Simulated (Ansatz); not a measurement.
# BH₄PS: how energies converge with the basis set

How large a basis does BH₄PS need? Two functionals are run in growing sets.

Computed with Ansatz 0.2.0, Gaussian basis. Level: one geometry, several basis sets.

Levels to be run: PBE0-D4/def2-SVP; ωB97M-V/def2-SVP; PBE0-D4/def2-QZVPP; ωB97M-V/def2-QZVPP; the functionals' def2-TZVPP values are taken from earlier runs.

**1. The geometry**

An earlier PBE0-D4 in a triple-zeta def2 set relaxation fixed the geometry.

SMILES `PBS`, 7 atoms, charge 0, spin multiplicity 1.

Atoms are counted from 1 here; the program's logs count them from 0.

Bond lengths: P1–B2 1.891 Å, P1–H4 1.416 Å, P1–H5 1.415 Å, B2–S3 1.773 Å, B2–H6 1.194 Å, S3–H7 1.346 Å. Angles: B2–P1–H4 100.3°, B2–P1–H5 98.7°, H4–P1–H5 97.0°, P1–B2–S3 125.8°, P1–B2–H6 119.3°, S3–B2–H6 114.4°, B2–S3–H7 99.7°.

As a file:

```xyz
7

P    -0.6974    0.3379   -1.1011
B     0.4206    0.5192    0.4137
S     1.5730   -0.6913    1.0042
H    -1.1014   -1.0118   -0.9590
H    -1.8709    0.9254   -0.5719
H     0.4825    1.5731    0.9706
H     1.2547   -1.7205    0.1978
```

**2. PBE0-D4 in def2-SVP**

The input, in.yaml:

```yaml
crystal:
  periodic: [false, false, false]
  atoms:
    - {symbol: P, position_ang: [-0.697364, 0.337898, -1.101059]}
    - {symbol: B, position_ang: [0.420569, 0.519180, 0.413661]}
    - {symbol: S, position_ang: [1.573026, -0.691304, 1.004200]}
    - {symbol: H, position_ang: [-1.101357, -1.011831, -0.958982]}
    - {symbol: H, position_ang: [-1.870877, 0.925381, -0.571904]}
    - {symbol: H, position_ang: [0.482532, 1.573113, 0.970599]}
    - {symbol: H, position_ang: [1.254671, -1.720537, 0.197786]}
basis:
  gaussian: {orbitals: def2-SVP}
hamiltonian: {xc: pbe0, dispersion: d4}
output: {orbitals: {seedname: orbitals}}
```

Run with:

```bash
ansatz run in.yaml --threads 2 --pin off --events-out ev --progress --plain --max-ram 4352MiB
```

The runs that follow: ωB97M-V in def2-SVP; PBE0-D4 in def2-QZVPP; ωB97M-V in def2-QZVPP.

Q: Predict the results of all the runs planned. Wanted: PBE0-D4: double and triple zeta above quadruple; ωB97M-V: double and triple zeta above quadruple.

**Answer**, as computed:

```
                                       quantity          value
PBE0-D4: double and triple zeta above quadruple  8.37, 0.66 eV
ωB97M-V: double and triple zeta above quadruple  8.39, 0.63 eV
```

In words: For PBE0-D4 the step from double to triple zeta gains 7.71 eV and the next only 0.66 eV. Total energies overstate the basis error of differences, where much of it tends to cancel.
